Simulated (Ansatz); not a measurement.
# CH5Si2: the cost of one run

Method: UKS B3LYP-D4/STO-3G, in Ansatz 0.2.0.

## Step 1: The system as given

Bond lengths: Si1–C2 1.797 Å, C2–Si3 1.797 Å, Si1–H4 1.453 Å, Si1–H5 1.454 Å, C2–H6 1.085 Å, Si3–H7 1.454 Å, Si3–H8 1.453 Å. Angles: Si1–C2–Si3 129.4°, Si1–C2–H6 115.4°, Si3–C2–H6 115.2°, C2–Si1–H4 123.3°, C2–Si1–H5 122.7°, H4–Si1–H5 114.0°, C2–Si3–H7 122.6°, C2–Si3–H8 123.3°, H7–Si3–H8 114.0°.

Structure file:

```xyz
8

Si   -1.0367    1.1021   -0.6127
C     0.3211    0.3964    0.3289
Si    0.8530   -1.3151    0.4560
H    -1.8958    0.3178   -1.4832
H    -1.3408    2.5240   -0.6081
H     0.8872    1.1018    0.9278
H     1.9923   -1.7241    1.2609
H     0.2196   -2.4030   -0.2696
```

## Step 2: End point A

input.yaml reads:

```yaml
crystal:
  periodic: [false, false, false]
  atoms:
    - { symbol: Si, position_ang: [-1.03668, 1.10208, -0.61269] }
    - { symbol: C, position_ang: [0.3211, 0.39644, 0.32889] }
    - { symbol: Si, position_ang: [0.85301, -1.31508, 0.45603] }
    - { symbol: H, position_ang: [-1.89577, 0.31784, -1.48317] }
    - { symbol: H, position_ang: [-1.34075, 2.52404, -0.60812] }
    - { symbol: H, position_ang: [0.88718, 1.10175, 0.92779] }
    - { symbol: H, position_ang: [1.99227, -1.72405, 1.26087] }
    - { symbol: H, position_ang: [0.21963, -2.40301, -0.26962] }
magnetization:
  spin_polarized: true
  initial_magnetization: 1
basis:
  gaussian: { orbitals: STO-3G }
hamiltonian:
  xc: b3lyp
  dispersion: d4
relax:
  f_tol: 0.015
  max_steps: 40
```

On the command line:

```console
$ ansatz run input.yaml --threads 1 --pin off --max-ram 2048MiB --backend cpu --events-out ev --progress --plain --runs-dir out
```

**Question.** How long does this run take on 1 thread of Intel Xeon 6975P-C (Granite Rapids), shared host, and how much memory does it need?

About 10 s, with a peak of 0.13 GiB.
